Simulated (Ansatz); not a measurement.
Energy of bcc Ru (model structure) less that of hcp Ru, by level of theory

No measured value is used here.

Task: Put these levels in order of the energy of bcc Ru (model structure) less that of hcp Ru that they give for Ru, smallest first: LDA (Ansatz, an electronic-structure program), PBE (Ansatz), rVV10 (Ansatz).

Result: rVV10 (601 meV/atom), PBE (627 meV/atom), LDA (682 meV/atom)

Each level is taken at its own relaxed cell. Ansatz's density-functional and Hartree–Fock values are scalar-relativistic unless marked +SOC, with PAW data made under PBE.

A model structure was made by putting elements into a prototype or built by hand; it is no filed structure, need not be a known phase, and can be a saddle point held by its symmetry.
